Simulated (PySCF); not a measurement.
Broadened absorption spectrum of C3H8O2

Species: C3H8O2.
Geometry (PBE0-D3(BJ)/def2-SVP, Å), atoms numbered from 1 in this order:
```xyz
13
C3H8O2 angstrom
C     -1.5512   -0.9804   -0.2868
O     -0.9707   -0.1354    0.6690
C     -0.3280    0.9664    0.1246
O      0.7971    0.6463   -0.6209
C      1.8462    0.1133    0.1413
H     -2.3275   -0.4528   -0.8750
H     -2.0250   -1.8141    0.2488
H     -0.8028   -1.3822   -0.9912
H     -0.0658    1.6116    0.9848
H     -0.9953    1.5172   -0.5656
H      2.2005    0.8357    0.9019
H      1.5478   -0.8129    0.6623
H      2.6746   -0.1126   -0.5436
```

Method: PySCF 2.14.0, density-fitted response routines, TDDFT CAM-B3LYP/def2-SVPD, vertical, gas phase, core orbitals frozen in the response.

Broadening: Gaussians 0.4 eV wide at half height, area fixed by f = 4.319×10⁻⁹ ∫ε dν̃. The width is an assumption, not a result. The curve ends short of the highest state used, and states not computed would add to its high-energy end.

E (eV), ε (L mol⁻¹ cm⁻¹) and a bar:
```
     7.13          2 
     7.18          5 
     7.23         13 
     7.28         31 
     7.33         68 
     7.38        136 #
     7.43        252 #
     7.48        428 ##
     7.53        671 ###
     7.58        966 ####
     7.63       1281 #####
     7.68       1562 ######
     7.73       1753 #######
     7.78       1810 #######
     7.83       1719 #######
     7.88       1502 ######
     7.93       1209 #####
     7.98        900 ###
     8.03        633 ##
     8.08        448 ##
     8.13        376 #
     8.18        446 ##
     8.23        692 ###
     8.28       1150 ####
     8.33       1852 #######
     8.39       3016 ############
     8.44       4200 ################
     8.49       5481 #####################
     8.54       6736 ##########################
     8.59       7854 ##############################
```

Question: Where are the band maxima, and which computed states make them?

Answer: 159 nm (7.77 eV), ε about 1800, made up of S1 (30%) and S2 (70%) (ε in L mol⁻¹ cm⁻¹; maxima over ε = 5, shares over 10%). At its high-energy end, 8.59 eV, the curve is still rising (ε about 7900, from S3, S4, S5 and S6). The states used: S1 7.73 eV (f 0.0083); S2 7.79 eV (f 0.019); S3 8.53 eV (f 0.016); S4 8.59 eV (f 0.026); S5 8.61 eV (f 0.038); S6 8.80 eV (f 0.057); S7 8.81 eV (f 0.0050); S8 8.92 eV (f 0.045); S9 8.96 eV (f 0.012); S10 9.19 eV (f 0.0081).

Question: What would ε be at 7.77 eV, the highest of these maxima, with half the width (0.2 eV)?

Answer: About 3430 L mol⁻¹ cm⁻¹ against 1810, a factor of about 1.9; a lone state at its own centre would give exactly 2.

Question: Coming from long wavelengths, where does ε first pass 100 L mol⁻¹ cm⁻¹?

Answer: At about 169 nm (7.36 eV), 0.37 eV below S1.

The vertical ionisation energy (ΔSCF) is 10.36 eV, 1.17 eV above S10.

The run took 80 s wall on an Arm Neoverse V1 with one thread, shared host.

One conformer stands for the species.
